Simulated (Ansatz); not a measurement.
Stepwise reaction of `S[Si]S` with hydrogen, as a gas-phase model of exchange steps in deposition or etching. ΔE in kJ/mol; ΔG adds harmonic PBE0-D4 terms to CCSD(T)/CBS, at 1 bar.

Program: Ansatz. Geometries: PBE0-D4/def2-TZVP. ΔE: electronic, gas phase. CCSD(T)/CBS is the MP2 limit (def2-TZVPP, def2-QZVPP) plus CCSD(T) − MP2 in def2-TZVPP, frozen cores. This one scheme is used for every species. Functionals use def2-TZVPP. B3LYP here is the variant with VWN-RPA as its local correlation; programs differ in this. Each species was taken in one conformer, which may not be the lowest.

```
step                        reaction  PBE-D4  B3LYP-D4  ωB97M-V  CCSD(T)/CBS  ΔG(600 K)
   1  `S[Si]S` + H₂ → `[SiH]S` + H₂S    88.3      79.9     77.5         79.0       66.1
   2  `[SiH]S` + H₂ → `[SiH2]` + H₂S   126.0     112.7    109.7        110.1       94.9
```

Q: By hand: ΔE of the 2 steps together at CCSD(T)/CBS.

A: (79.0) + (110.1) = 189.1 kJ/mol, or 94.5 kJ/mol a step.

In ΔE each step is higher than the one before. All are uphill at CCSD(T)/CBS. ΔG lies between 66.1 and 94.9 kJ/mol a step. PBE-D4 differs from CCSD(T)/CBS by 9.3 to 15.9 kJ/mol a step. Isolated molecules leave out the surface, adducts and barriers. Largest T1 diagnostic: 0.016.
